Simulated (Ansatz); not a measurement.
Tetrahydrofuran, C4H8O. The species carries charge 0 and has multiplicity 1.

```xyz
13

C    -0.868   -0.586   -0.212
C    -0.610    0.815    0.328
C     0.841    0.704    0.767
O     1.456   -0.217   -0.121
C     0.465   -0.905   -0.871
H    -1.707   -0.639   -0.908
H    -1.064   -1.279    0.611
H    -1.278    1.100    1.142
H    -0.711    1.555   -0.471
H     1.380    1.653    0.719
H     0.912    0.323    1.795
H     0.699   -1.973   -0.870
H     0.484   -0.552   -1.910
```

Problem. What are the harmonic wavenumbers in cm⁻¹ at PBE0-D4/def2-TZVP (Ansatz, finite differences of forces, unscaled)? (An estimate is asked.)

Solution. Computed: 60, 253, 576, 678, 851, 890, 919, 943, 949, 975, 1050, 1134, 1171, 1192, 1200, 1264, 1266, 1316, 1342, 1369, 1403, 1479, 1490, 1519, 1531, 3006, 3012, 3061, 3065, 3084, 3086, 3124, 3132.

Problem. Is this a minimum?

Solution. Yes, all 33 modes are real.

Problem. Give the ideal-gas thermochemistry at 298.15 K and 1 bar (rigid rotor, harmonic oscillator; point group C2, symmetry number 2).

Solution. Zero-point energy 307.4 kJ/mol; H(298) − E = 322.7 kJ/mol; entropy 294.9 J/(mol·K), of which translation 162.2, rotation 98.2, vibration 34.4; G(298) − E = 234.8 kJ/mol. Modes under 100 cm⁻¹ are hindered rotations or soft bends, so the harmonic entropy is rough.
